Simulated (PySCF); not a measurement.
nitrogen (N₂), SMILES N#N.

Geometry optimised at PBE0-D3(BJ)/def2-TZVPD.

Two levels are set side by side: TDA-PBE/def2-TZVPD (PySCF) and EOM-CCSD/aug-cc-pVDZ (PySCF). Vertical, same geometry; the bases differ. Differences are taken from unrounded values.

| quantity | EOM-CCSD |
|---|---|
| lowest singlet excitation (eV) | 9.65 |
| lowest triplet excitation (TDA for PBE) (eV) | 7.92 |

Task: What does TDA-PBE give, and how far is it from EOM-CCSD? (Estimate from the structure and the level; the computed values follow.)

Result: 
| quantity | TDA-PBE | TDA-PBE minus EOM-CCSD |
|---|---|---|
| lowest singlet excitation (eV) | 9.38 | -0.27 |
| lowest triplet excitation (TDA for PBE) (eV) | 7.61 | -0.31 |

Rough cost on one machine, each run with all the roots and properties that it gave: EOM-CCSD against TDA-PBE about 2 times.
